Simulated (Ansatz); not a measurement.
Two isomers of C3H6F2O: A = `CC(O)(F)CF`, B = `CC(F)OCF`.

Calculated with Ansatz (gas phase, PBE0-D4/def2-TZVP geometries, no zero-point term in ΔE). CCSD(T)/CBS adds triple-zeta CCSD(T) − MP2 to the extrapolated MP2 energy (def2 sets, frozen cores). Functionals use def2-TZVPP. B3LYP here is the variant with VWN-RPA as its local correlation; programs differ in this. Each species was taken in one conformer, which may not be the lowest.

Q: Which isomer does CCSD(T)/CBS put lower? Give the gap. (Best estimate.)

A: Computed: A, by 27.7 kJ/mol.

Q: Give E(B) − E(A) in kJ/mol with CCSD/def2-TZVPP, B3LYP, PBE-D4, BLYP-D4, LDA (SPW92), HF/def2-TZVPP, B2PLYP. (Estimate.)

A: Ansatz gave: CCSD/def2-TZVPP 24.0, B3LYP 17.6, PBE-D4 22.6, BLYP-D4 18.7, LDA (SPW92) 27.7, HF/def2-TZVPP 13.9, B2PLYP 20.7. None reverses the order clearly.

Q: Does the order hold for the free energy at 298.15 K (harmonic terms from PBE0-D4)? (An estimate is asked.)

A: Computed: Yes: G(B) − G(A) = +27.3 kJ/mol, for one conformer each.

Largest T1 diagnostic: 0.011.

At CCSD(T), def2-SVP lies −5.8 kJ/mol from the extrapolated value and def2-TZVPP −3.1 kJ/mol. Leaving LDA and LC-ωPBE aside and taking each functional with its dispersion term where it has one, the values, not all of them listed here, spread over 7.5 kJ/mol, from BLYP-D4 to ωB97M-V. LDA lies +6.7 kJ/mol from PBE without D4.
